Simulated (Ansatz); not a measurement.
# How far each method lies from RCCSDT(Q) for C2H5Cl, singlet

Geometry: MP2(full)/6-31G*, from the G2/97 set.

```csv
atom,x (Å),y (Å),z (Å)
C,0.0947,0.8946,0.0000
C,1.6005,0.7348,0.0000
Cl,-0.7289,-0.6930,0.0000
H,-0.2503,1.4286,0.8852
H,-0.2503,1.4286,-0.8852
H,2.0716,1.7218,0.0000
H,1.9339,0.1912,0.8854
H,1.9339,0.1912,-0.8854
```

Basis 6-31G; Ansatz 0.2.0. Only valence electrons are correlated (noble-gas cores frozen), which leaves 20 electrons in 34 orbitals. R marks a restricted (for open shells ROHF) determinant. Active spaces: frontier = (8e, 8o) about the gap.

Full CI isn't at hand for all of this; RCCSDT(Q) serves as the reference, and is uncertain by about the last step of the cluster series.

The UHF ⟨S²⟩ is 0.000 and the T1 diagnostic (RCCSD) is 0.0073. The largest doubles amplitude (RCCSD) is 0.038.

| level | E − E(RCCSDT(Q)) (meV) | share of correlation (%) | wall time |
| --- | --- | --- | --- |
| RHF | 7226 | 0.00 | – |
| RMP2 | 1075 | 85.12 | – |
| CISD | 789 | 89.08 | 1.7 s |
| RCCSD | 164 | 97.72 | – |
| RCCSD(T) | 21 | 99.71 | 0.6 s |
| BCCD(T) | 21 | 99.72 | 0.79 s |
| RCCSDT | 7 | 99.91 | – |
| CASSCF (frontier space) | 4851 | 32.87 | – |
| NEVPT2 (frontier space) | 781 | 89.19 | 12 s |
| MRCISD (frontier space) | 384 | 94.69 | – |
| MRCISD+Q (frontier space) | 60 | 99.16 | 16 s |

The correlation energy at RCCSDT(Q), counted from RHF, is -7.226 eV. That run took 11 s on 1 thread of AMD EPYC 7R13, shared host.

Times hold each run's SCF and search for its determinant on a shared host, so for small cases they say little of a method's own cost; they ran on 1 thread of AMD EPYC 7R13.

Atomization energy (electronic, same basis, no zero-point term; atoms at the same level, unrestricted beside the R rows where the molecule is a closed shell, with restricted open-shell steps beyond CCSDT(Q)) at RCCSDT(Q): 2485.6 kJ/mol. Errors of other levels:

| level | error (kJ/mol) |
| --- | --- |
| RHF | -419.3 |
| RMP2 | -15.0 |
| CISD | -70.8 |
| RCCSD | -12.5 |
| RCCSD(T) | -1.1 |
| BCCD(T) | -1.0 |
| RCCSDT | -0.7 |

This basis is far from its limit, so the value isn't to be set against a measured one. Truncated CI isn't size-consistent, which counts against it in atomization.
